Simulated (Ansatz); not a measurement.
# CH₃LiS (SMILES [Li][CH2]S): functionals against CCSD(T) at one geometry

The atoms stand at a structure displaced at random from a GFN2-xTB minimum. How far do the functionals agree with CCSD(T) there?

Method: single points in def2-TZVPP; program: Ansatz 0.2.0, Gaussian basis.

Correlated methods freeze the cores. The outer core shell of Li, Na, Mg and K is correlated.

## Step 1: Starting geometry

SMILES `[Li][CH2]S`, 6 atoms, charge 0, spin multiplicity 1.

Atoms are counted from 1 here; the program's logs count them from 0.

Bond lengths: Li1–C2 1.913 Å, Li1–S3 2.646 Å, C2–S3 1.867 Å, C2–H4 1.104 Å, C2–H5 1.078 Å, S3–H6 1.348 Å. Angles: C2–Li1–S3 44.9°, Li1–C2–S3 88.8°, Li1–C2–H4 111.6°, Li1–C2–H5 137.2°, S3–C2–H4 100.9°, S3–C2–H5 104.5°, H4–C2–H5 105.5°, Li1–S3–C2 46.3°, Li1–S3–H6 86.3°, C2–S3–H6 96.7°.

Geometry (Å):

```
Li   -0.9637    1.4746   -0.4786
C    -0.1110   -0.2362   -0.5623
S     0.0138   -0.2216    1.3008
H    -0.8435   -1.0476   -0.7164
H     0.8343   -0.6340   -0.8939
H     1.0720    0.6094    1.3809
```

## Step 2: CCSD(T)/def2-TZVPP

File run/in.yaml:

```yaml
crystal:
  periodic: [false, false, false]
  atoms:
    - {symbol: Li, position_ang: [-0.963700, 1.474600, -0.478600]}
    - {symbol: C, position_ang: [-0.111000, -0.236200, -0.562300]}
    - {symbol: S, position_ang: [0.013800, -0.221600, 1.300800]}
    - {symbol: H, position_ang: [-0.843500, -1.047600, -0.716400]}
    - {symbol: H, position_ang: [0.834300, -0.634000, -0.893900]}
    - {symbol: H, position_ang: [1.072000, 0.609400, 1.380900]}
basis:
  gaussian: {orbitals: def2-TZVPP}
correlation: {method: ccsd_t}
output: {forces: true}
```

No record of the launch command was kept for these runs.

## Step 3: PBE0-D4/def2-TZVPP

Changes to run/in.yaml since step 2:

```diff
@@ -11,3 +11,3 @@
   gaussian: {orbitals: def2-TZVPP}
-correlation: {method: ccsd_t}
-output: {forces: true}
+hamiltonian: {xc: pbe0, dispersion: d4}
+output: {forces: true, orbitals: {seedname: orbitals}}
```

## Step 4: wB97M-V/def2-TZVPP

Changes to run/in.yaml since step 3:

```diff
@@ -11,3 +11,3 @@
   gaussian: {orbitals: def2-TZVPP}
-hamiltonian: {xc: pbe0, dispersion: d4}
-output: {forces: true, orbitals: {seedname: orbitals}}
+hamiltonian: {xc: {name: wB97M-V}}
+output: {forces: true}
```

## Step 5: r2SCAN-D4/def2-TZVPP

Changes to run/in.yaml since step 4:

```diff
@@ -11,3 +11,3 @@
   gaussian: {orbitals: def2-TZVPP}
-hamiltonian: {xc: {name: wB97M-V}}
+hamiltonian: {xc: r2scan, dispersion: d4}
 output: {forces: true}
```

## Step 6: PBE-D4/def2-TZVPP

Changes to run/in.yaml since step 5:

```diff
@@ -11,3 +11,3 @@
   gaussian: {orbitals: def2-TZVPP}
-hamiltonian: {xc: r2scan, dispersion: d4}
+hamiltonian: {xc: pbe, dispersion: d4}
 output: {forces: true}
```

## Step 7: CAM-B3LYP-D4/def2-TZVPP

Changes to run/in.yaml since step 6:

```diff
@@ -11,3 +11,3 @@
   gaussian: {orbitals: def2-TZVPP}
-hamiltonian: {xc: pbe, dispersion: d4}
+hamiltonian: {xc: {name: CAM-B3LYP}, dispersion: d4}
 output: {forces: true}
```

## Step 8: BLYP-D4/def2-TZVPP

Changes to run/in.yaml since step 7:

```diff
@@ -11,3 +11,3 @@
   gaussian: {orbitals: def2-TZVPP}
-hamiltonian: {xc: {name: CAM-B3LYP}, dispersion: d4}
+hamiltonian: {xc: {name: BLYP}, dispersion: d4}
 output: {forces: true}
```

(Steps that only read results are left out.)

**Question.** What will these runs give? Wanted: energy less free atoms, CCSD(T)/def2-TZVPP; RMS force component; RMS force error; HOMO and LUMO, PBE0-D4; T1 diagnostic.

The runs gave:

```
                                  quantity                                                                                                value
energy less free atoms, CCSD(T)/def2-TZVPP                                                                                      -406.7 kcal/mol
                       RMS force component                                                                 0.209 to 0.250 eV/Å over the methods
                           RMS force error  PBE0-D4 0.119, wB97M-V 0.074, r2SCAN-D4 0.060, PBE-D4 0.166, CAM-B3LYP-D4 0.106, BLYP-D4 0.153 eV/Å
                    HOMO and LUMO, PBE0-D4                                                                                   -4.83 and -1.03 eV
                             T1 diagnostic                                                                                                0.010
```

Against CCSD(T) the functionals' energies less atoms differ by -19.8 to -11.2 kcal/mol, PBE-D4 by -19.8 kcal/mol. The reference is not at the basis limit: in triple zeta CCSD(T) underbinds, which counts against methods that bind more; the gaps are no ranking. On forces the order runs from r2SCAN-D4 to PBE-D4. Frozen-core CCSD(T) forces in triple zeta carry basis errors of their own, and this is one geometry, so small gaps rank nothing.
